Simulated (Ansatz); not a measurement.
## C2H3F (charge +1), SMILES [CH2][CH+]F: a short molecular-dynamics run

Program: Ansatz's Python interface.

`c2h3f_md.py`
```python
import ansatz as az
from ase import Atoms
import numpy as np

atoms = Atoms(["C", "C", "F", "H", "H", "H"], positions=[
    (-0.7678, -0.1653, -0.2953),
    (0.6744, 0.1108, -0.0366),
    (1.5865, -0.8886, -0.1489),
    (-1.134, -0.9317, 0.4188),
    (-1.3604, 0.7653, -0.1728),
    (1.0012, 1.1094, 0.2347),
])
geometry = az.Crystal.molecule_from_ase(atoms)

job = (
    geometry.calculation()
    .basis(gaussian="6-31G*")
    .functional("HF")
    .charge(1)
    .spin("collinear", total=1)
)
symbols = [site.symbol for site in geometry.cartesian_sites]
start = np.array([site.position_ang for site in geometry.cartesian_sites], dtype=float)
rep = job.relax(force_tolerance=0.02, max_steps=100).run(threads=1).report
end = np.array(rep["positions_ang"])
minimum = az.Crystal.molecule()
for symbol, place in zip(symbols, end):
    minimum = minimum.atom(symbol, place.tolist())

job = minimum.calculation()
job = job.basis(gaussian="6-31G*").functional("HF")
job = job.charge(1)
job = job.spin("collinear", total=1)
job = job.md("nve", timestep=0.25, steps=40, temperature=300, initial_velocities="maxwell_boltzmann", seed=67)
frames = []
done = job.session().plan().execute(on_event=lambda e: frames.append(e["data"]) if e["event"] == "md_step" else None)
print("t (fs)   E_pot (eV)      E_kin (eV)   T (K)   d(0-1) (A)")
for f in frames[::2]:
    xyz = np.array(f["positions_ang"])
    print(f"{f['time_fs']:6.2f} {f['lagrangian_ev']:14.5f} {f['e_kin_ev']:10.5f} {f['temperature_k']:8.1f} {np.linalg.norm(xyz[0] - xyz[1]):9.4f}")
kept = np.array([f["conserved_ev"] for f in frames])
print(f"conserved energy moves by at most {1000 * np.ptp(kept):.3f} meV")
```

```console
$ python c2h3f_md.py
t (fs)   E_pot (eV)      E_kin (eV)   T (K)   d(0-1) (A)
  0.00    -4804.50924    0.15511    300.0    1.4005
  0.50    -4804.50232    0.14823    286.7    1.4028
  1.00    -4804.48388    0.12988    251.2    1.4050
  1.50    -4804.46037    0.10651    206.0    1.4072
  2.00    -4804.43982    0.08606    166.4    1.4093
  2.50    -4804.42848    0.07475    144.6    1.4114
  3.00    -4804.42831    0.07453    144.1    1.4133
  3.50    -4804.43637    0.08250    159.6    1.4151
  4.00    -4804.44650    0.09252    178.9    1.4167
  4.50    -4804.45201    0.09795    189.4    1.4182
  5.00    -4804.44830    0.09423    182.2    1.4195
  5.50    -4804.43450    0.08048    155.7    1.4206
  6.00    -4804.41377    0.05985    115.8    1.4214
  6.50    -4804.39243    0.03863     74.7    1.4219
  7.00    -4804.37775    0.02404     46.5    1.4220
  7.50    -4804.37507    0.02137     41.3    1.4217
  8.00    -4804.38535    0.03158     61.1    1.4210
  8.50    -4804.40452    0.05064     97.9    1.4198
  9.00    -4804.42520    0.07119    137.7    1.4184
  9.50    -4804.43976    0.08568    165.7    1.4166
 10.00    -4804.44346    0.08938    172.9    1.4145
conserved energy moves by at most 0.434 meV
```

What to keep in mind:
- Total energies depend on the basis set; only differences at equal settings carry meaning.
- The trajectory is only some femtoseconds long, so its temperature is not equilibrated; where the script doesn't relax first, it starts from a rough generated geometry.
- The run takes the species as open-shell (spin multiplicity 2), which needn't be its ground state.
- The temperature counts the internal degrees of freedom alone.
- The whole script took 17 s on 1 thread of Arm Neoverse V2, on a shared host, peak memory 0.17 GiB.
